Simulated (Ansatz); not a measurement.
# BClH2: two geometries relaxed

Aim: relax the geometries before and after the reaction (reductive elimination), and see whether they are two minima and how far apart in energy. Meant to form: Cl2–H3; to break: B1–Cl2, B1–H3. The start is a guess near the saddle point, from which both ends are pulled out.

Program: Ansatz 0.2.0. Level of theory: RKS B3LYP-D4/def2-SVP. These are calculated values, not measurements.

### Step 1. The system as given

Bond lengths: B1–Cl2 2.060 Å, B1–H4 1.190 Å. Angles: Cl2–B1–H4 155.3°.

Structure file:

```xyz
4

B     0.0000    0.0000    0.0000
Cl    1.1911    0.0000    1.6808
H     1.3757    0.0000   -0.1988
H    -1.0305    0.0000   -0.5950
```

### Step 2. Pulling towards end A

Springs on the bonds that form and break draw the guess towards this end; the thresholds are loose.

Contents of input.yaml:

```yaml
crystal:
  periodic: [false, false, false]
  atoms:
    - { symbol: B, position_ang: [0.0, 0.0, 0.0] }
    - { symbol: Cl, position_ang: [1.1911, 0.0, 1.6808] }
    - { symbol: H, position_ang: [1.3757, 0.0, -0.1988] }
    - { symbol: H, position_ang: [-1.0305, 0.0, -0.595] }
basis:
  gaussian: { orbitals: def2-SVP }
hamiltonian:
  xc: b3lyp
  dispersion: d4
relax:
  f_tol: 0.15
  max_steps: 25
  restrain:
    - { distance: [1, 2], at: 2.57, k: 30.0 }
    - { distance: [0, 1], at: 1.86, k: 30.0 }
    - { distance: [0, 2], at: 1.19, k: 30.0 }
```

Launch:

```
$ ansatz run input.yaml --threads 1 --pin off --max-ram 2048MiB --backend cpu --events-out ev --progress --plain --runs-dir out
```

The program printed, shortened:

```text
Warning: RAYON_NUM_THREADS=1 ignored (pool sized by the plan → 1); use --threads N
[...]
Functional definition: B3LYP
[...]
449 factors; integrals over basis functions are off by at most 3.1e-4 eV
[...]
mean field -13224.83424796 eV, -486.0036944977 hartree, gradient 4.4e-6 eV, S^2 0.000000; 0 other end points of the search recorded, 0 dependent functions left out
[...]
reference -13224.83443067 eV, -486.0037012125 hartree; 12, 12 occupied and 30, 30 virtual orbitals, 449 factors
relax step   1: F+E_penalty+E_count = -13224.90297063 eV  Δ(F+E_penalty+E_count) = +0.000e0 eV  max|allowed force component| = 6.843e0 eV/Å  E_restraint = 8.16394749 eV  max|allowed force component, restraints' pulls added| = 2.236e1 eV/Å  Δτ_max = 0.0000 Å  (25 SCF iters, accepted)
[...]
relax step   5: F+E_penalty+E_count = -13228.02894436 eV  Δ(F+E_penalty+E_count) = -7.383e-2 eV  max|allowed force component| = 1.366e0 eV/Å  E_restraint = 0.03429998 eV  max|allowed force component, restraints' pulls added| = 3.518e-1 eV/Å  Δτ_max = 0.0471 Å  (25 SCF iters, accepted)
[...]
relax step   6: F+E_penalty+E_count = -13228.03228112 eV  Δ(F+E_penalty+E_count) = -3.337e-3 eV  max|allowed force component| = 1.408e0 eV/Å  E_restraint = 0.03222795 eV  max|allowed force component, restraints' pulls added| = 2.978e-2 eV/Å  Δτ_max = 0.0205 Å  (24 SCF iters, accepted)
  distance Cl 1 - H 2 = 2.5736 Å
  distance B 0 - Cl 1 = 1.8139 Å
  distance B 0 - H 2 = 1.1926 Å
449 factors; integrals over basis functions are off by at most 4.6e-4 eV
[...]
mean field -13227.96682958 eV, -486.1188147493 hartree, gradient 8.9e-6 eV, S^2 0.000000; 1 other end points of the search recorded, 0 dependent functions left out
[...]
reference -13227.96700729 eV, -486.1188212798 hartree; 12, 12 occupied and 30, 30 virtual orbitals, 449 factors
Total energy: -13228.03245882 eV, -486.1212265793 hartree
Atom 0 at     0.341306    -0.000000     0.045249 Å, force     0.247497    -0.000000     1.408466 eV/Å
Atom 1 at     0.744844     0.000000     1.813646 Å, force    -0.342938     0.000000    -1.274693 eV/Å
Atom 2 at     1.267202     0.000000    -0.706350 Å, force     0.077614     0.000000    -0.149164 eV/Å
Atom 3 at    -0.817052     0.000000    -0.265545 Å, force     0.017828     0.000000     0.015392 eV/Å
Dipole moment:    -0.031990    -0.000000    -0.137167 e Å
```

It took 4.2 s on 1 thread of Arm Neoverse V2, shared host; peak memory 0.098 GiB.

The steps of the relaxation:

```tsv
step	energy from step 1 (eV)	largest force component (eV/Å)
1	0.0000	6.8433
2	-1.4433	4.1434
3	-2.4983	2.0134
4	-3.0521	1.6158
5	-3.1260	1.3660
6	-3.1293	1.4085
```

Step 1 is the start. Energies and forces in the table leave out the springs, which the log lists apart; the run stops on the force with the springs' pull added.

After: Bond lengths: B1–Cl2 1.814 Å, B1–H3 1.193 Å, B1–H4 1.199 Å. Angles: Cl2–B1–H3 116.2°, Cl2–B1–H4 117.9°, H3–B1–H4 125.9°.

Pairs that crossed the distance rule for bonds on the way: came closer B1–H3.

### Step 3. Relaxing end A

It starts where the restrained run ended.

Contents of input.yaml:

```yaml
crystal:
  periodic: [false, false, false]
  atoms:
    - { symbol: B, position_ang: [0.341306, 0.0, 0.045249] }
    - { symbol: Cl, position_ang: [0.744844, 0.0, 1.813646] }
    - { symbol: H, position_ang: [1.267202, 0.0, -0.70635] }
    - { symbol: H, position_ang: [-0.817052, 0.0, -0.265545] }
basis:
  gaussian: { orbitals: def2-SVP }
hamiltonian:
  xc: b3lyp
  dispersion: d4
relax:
  f_tol: 0.03
  max_steps: 50
```

Launch:

```
$ ansatz run input.yaml --threads 1 --pin off --max-ram 2048MiB --backend cpu --events-out ev --progress --plain --runs-dir out
```

The program printed, shortened:

```text
Warning: RAYON_NUM_THREADS=1 ignored (pool sized by the plan → 1); use --threads N
[...]
[... 1 set-up line as earlier in the session ...]
[...]
443 factors; integrals over basis functions are off by at most 4.7e-4 eV
[...]
mean field -13227.96683919 eV, -486.1188151023 hartree, gradient 1.5e-5 eV, S^2 0.000000; 0 other end points of the search recorded, 0 dependent functions left out
[...]
reference -13227.96701485 eV, -486.1188215578 hartree; 12, 12 occupied and 30, 30 virtual orbitals, 443 factors
relax step   1: F+E_penalty+E_count = -13228.03229073 eV  Δ(F+E_penalty+E_count) = +0.000e0 eV  max|allowed force component| = 1.408e0 eV/Å  Δτ_max = 0.0000 Å  (23 SCF iters, accepted)
[...]
relax step   3: F+E_penalty+E_count = -13228.08134239 eV  Δ(F+E_penalty+E_count) = -1.464e-2 eV  max|allowed force component| = 1.028e-1 eV/Å  Δτ_max = 0.0217 Å  (24 SCF iters, accepted)
[...]
relax step   4: F+E_penalty+E_count = -13228.08159565 eV  Δ(F+E_penalty+E_count) = -2.533e-4 eV  max|allowed force component| = 1.572e-2 eV/Å  Δτ_max = 0.0041 Å  (21 SCF iters, accepted)
443 factors; integrals over basis functions are off by at most 4.7e-4 eV
mean field -13228.01583590 eV, -486.1206156982 hartree, gradient 1.2e-5 eV, S^2 0.000000; 1 other end points of the search recorded, 0 dependent functions left out
[...]
reference -13228.01601216 eV, -486.1206221757 hartree; 12, 12 occupied and 30, 30 virtual orbitals, 443 factors
Total energy: -13228.08177191 eV, -486.1230388019 hartree
Atom 0 at     0.351476    -0.000000     0.072760 Å, force    -0.015718     0.000000    -0.005477 eV/Å
Atom 1 at     0.727260     0.000000     1.777785 Å, force     0.001911    -0.000000     0.002839 eV/Å
Atom 2 at     1.262134     0.000000    -0.709778 Å, force     0.000147    -0.000000     0.000322 eV/Å
Atom 3 at    -0.804569     0.000000    -0.253767 Å, force     0.013660    -0.000000     0.002316 eV/Å
Dipole moment:    -0.015275    -0.000000    -0.070154 e Å
```

It took 3 s on 1 thread of Arm Neoverse V2, shared host; peak memory 0.098 GiB.

Step by step:

```tsv
step	energy from step 1 (eV)	largest force component (eV/Å)
1	0.0000	1.4084
2	-0.0344	0.8454
3	-0.0491	0.1028
4	-0.0493	0.0157
```

Step 1 is the start.

After: Bond lengths: B1–Cl2 1.746 Å, B1–H3 1.201 Å, B1–H4 1.201 Å. Angles: Cl2–B1–H3 118.2°, Cl2–B1–H4 118.2°, H3–B1–H4 123.6°.

### Step 4. A restrained relaxation towards end B

Springs on the bonds that form and break draw the guess towards this end; the thresholds are loose.

Contents of input.yaml:

```yaml
crystal:
  periodic: [false, false, false]
  atoms:
    - { symbol: B, position_ang: [0.0, 0.0, 0.0] }
    - { symbol: Cl, position_ang: [1.1911, 0.0, 1.6808] }
    - { symbol: H, position_ang: [1.3757, 0.0, -0.1988] }
    - { symbol: H, position_ang: [-1.0305, 0.0, -0.595] }
basis:
  gaussian: { orbitals: def2-SVP }
hamiltonian:
  xc: b3lyp
  dispersion: d4
relax:
  f_tol: 0.15
  max_steps: 25
  restrain:
    - { distance: [1, 2], at: 1.37, k: 30.0 }
    - { distance: [0, 1], at: 3.06, k: 30.0 }
    - { distance: [0, 2], at: 2.39, k: 30.0 }
```

Launch:

```
$ ansatz run input.yaml --threads 1 --pin off --max-ram 2048MiB --backend cpu --events-out ev --progress --plain --runs-dir out
```

The program printed, shortened:

```text
Warning: RAYON_NUM_THREADS=1 ignored (pool sized by the plan → 1); use --threads N
[...]
[... 1 set-up line as earlier in the session ...]
[...]
449 factors; integrals over basis functions are off by at most 3.1e-4 eV
[...]
mean field -13224.83424796 eV, -486.0036944977 hartree, gradient 4.4e-6 eV, S^2 0.000000; 0 other end points of the search recorded, 0 dependent functions left out
[...]
reference -13224.83443067 eV, -486.0037012125 hartree; 12, 12 occupied and 30, 30 virtual orbitals, 449 factors
relax step   1: F+E_penalty+E_count = -13224.90297063 eV  Δ(F+E_penalty+E_count) = +0.000e0 eV  max|allowed force component| = 6.843e0 eV/Å  E_restraint = 34.03365179 eV  max|allowed force component, restraints' pulls added| = 4.019e1 eV/Å  Δτ_max = 0.0000 Å  (25 SCF iters, accepted)
[...]
  distance Cl 1 - H 2 = 1.3388 Å
  distance B 0 - Cl 1 = 3.0582 Å
  distance B 0 - H 2 = 2.3848 Å
451 factors; integrals over basis functions are off by at most 1.1e-3 eV
[...]
mean field -13223.26971806 eV, -485.9461990846 hartree, gradient 1.2e-5 eV, S^2 0.000000; 1 other end points of the search recorded, 0 dependent functions left out
[...]
reference -13223.26991528 eV, -485.9462063321 hartree; 12, 12 occupied and 30, 30 virtual orbitals, 451 factors
Total energy: -13223.34108475 eV, -485.9488217622 hartree
Atom 0 at    -0.286716     0.000000    -0.863407 Å, force     0.193558    -0.000000     0.103148 eV/Å
Atom 1 at     1.438350     0.000000     1.661841 Å, force     0.195886     0.000000    -0.933882 eV/Å
Atom 2 at     1.759155    -0.000000     0.362028 Å, force    -0.354043    -0.000000     0.815211 eV/Å
Atom 3 at    -1.374488    -0.000000    -0.273461 Å, force    -0.035401     0.000000     0.015523 eV/Å
Dipole moment:    -0.180568    -0.000000    -0.032260 e Å
```

It took 6.1 s on 1 thread of Arm Neoverse V2, shared host; peak memory 0.097 GiB.

The steps of the relaxation:

```tsv
step	energy from step 1 (eV)	largest force component (eV/Å)
1	0.0000	6.8433
2	2.5642	11.8049
3	4.3366	12.4067
4	3.2326	8.0013
5	1.8883	2.3296
6	1.6720	1.2849
7	1.5896	0.8948
8	1.5733	1.0466
9	1.5621	0.9339
```

Step 1 is the start. Energies and forces in the table leave out the springs, which the log lists apart; the run stops on the force with the springs' pull added.

After: Bond lengths: Cl2–H3 1.339 Å, B1–H4 1.237 Å.

Pairs that crossed the distance rule for bonds on the way: came closer Cl2–H3; moved apart B1–Cl2.

### Step 5. Relaxing end B

It starts where the restrained run ended.

Contents of input.yaml:

```yaml
crystal:
  periodic: [false, false, false]
  atoms:
    - { symbol: B, position_ang: [-0.286716, 0.0, -0.863407] }
    - { symbol: Cl, position_ang: [1.43835, 0.0, 1.661841] }
    - { symbol: H, position_ang: [1.759155, 0.0, 0.362028] }
    - { symbol: H, position_ang: [-1.374488, 0.0, -0.273461] }
basis:
  gaussian: { orbitals: def2-SVP }
hamiltonian:
  xc: b3lyp
  dispersion: d4
relax:
  f_tol: 0.03
  max_steps: 50
output:
  orbitals: {}
```

Launch:

```
$ ansatz run input.yaml --threads 1 --pin off --max-ram 2048MiB --backend cpu --events-out ev --progress --plain --runs-dir out
```

The program printed, shortened:

```text
Warning: RAYON_NUM_THREADS=1 ignored (pool sized by the plan → 1); use --threads N
[...]
[... 1 set-up line as earlier in the session ...]
[...]
446 factors; integrals over basis functions are off by at most 3.2e-4 eV
[...]
mean field -13223.26972034 eV, -485.9461991684 hartree, gradient 3.5e-5 eV, S^2 0.000000; 0 other end points of the search recorded, 0 dependent functions left out
[...]
reference -13223.26991780 eV, -485.9462064247 hartree; 12, 12 occupied and 30, 30 virtual orbitals, 446 factors
relax step   1: F+E_penalty+E_count = -13223.34088982 eV  Δ(F+E_penalty+E_count) = +0.000e0 eV  max|allowed force component| = 9.339e-1 eV/Å  Δτ_max = 0.0000 Å  (23 SCF iters, accepted)
[...]
relax step   4: F+E_penalty+E_count = -13223.55464841 eV  Δ(F+E_penalty+E_count) = -6.063e-2 eV  max|allowed force component| = 1.780e0 eV/Å  Δτ_max = 0.1077 Å  (27 SCF iters, accepted)
[...]
relax step  14: F+E_penalty+E_count = -13228.08159237 eV  Δ(F+E_penalty+E_count) = -4.060e-4 eV  max|allowed force component| = 1.154e-2 eV/Å  Δτ_max = 0.0064 Å  (19 SCF iters, accepted)
446 factors; integrals over basis functions are off by at most 1.2e-3 eV
[...]
mean field -13228.01583331 eV, -486.1206156031 hartree, gradient 2.6e-5 eV, S^2 0.000000; 1 other end points of the search recorded, 0 dependent functions left out
[...]
reference -13228.01601113 eV, -486.1206221378 hartree; 12, 12 occupied and 30, 30 virtual orbitals, 446 factors
Total energy: -13228.08177019 eV, -486.1230387385 hartree
Atom 0 at     0.341251    -0.000461     0.074862 Å, force     0.001944     0.006080     0.011536 eV/Å
Atom 1 at     0.830522     0.000131     1.751267 Å, force    -0.000700    -0.001494    -0.004218 eV/Å
Atom 2 at     1.198018     0.000165    -0.766159 Å, force    -0.000257    -0.002293    -0.003567 eV/Å
Atom 3 at    -0.833491     0.000165    -0.172968 Å, force    -0.000987    -0.002293    -0.003751 eV/Å
Dipole moment:    -0.020269    -0.000223    -0.069555 e Å
```

It took 9.2 s on 1 thread of Arm Neoverse V2, shared host; peak memory 0.098 GiB.

Relaxation path:

```tsv
step	energy from step 1 (eV)	largest force component (eV/Å)
1	0.0000	0.9339
2	-0.0753	0.2020
3	-0.1531	0.9949
4	-0.2138	1.7796
5	-0.2546	3.0664
6	-0.6855	2.5061
7	-1.6228	2.9617
8	-2.7191	4.0882
9	-3.8187	3.0109
10	-4.5417	1.7139
11	-4.6687	1.9738
12	-4.7160	0.5819
13	-4.7403	0.0768
14	-4.7407	0.0115
```

Step 1 is the start.

After: Bond lengths: B1–Cl2 1.746 Å, B1–H3 1.201 Å, B1–H4 1.201 Å. Angles: Cl2–B1–H3 118.2°, Cl2–B1–H4 118.2°, H3–B1–H4 123.6°.

Pairs that crossed the distance rule for bonds on the way: came closer B1–Cl2, B1–H3; moved apart Cl2–H3.

### Step 6. Results

```
                           quantity                     value
                              end A   3 moves, 0.049 eV lower
                              end B  13 moves, 4.741 eV lower
largest difference between the ends                    0.00 Å
            end B relative to end A                 +0.000 eV
```

Both starts fell into the same minimum (no atom differs by more than 0.00 Å), so from this start no second minimum was found and no band was run; another arrangement could still be one.
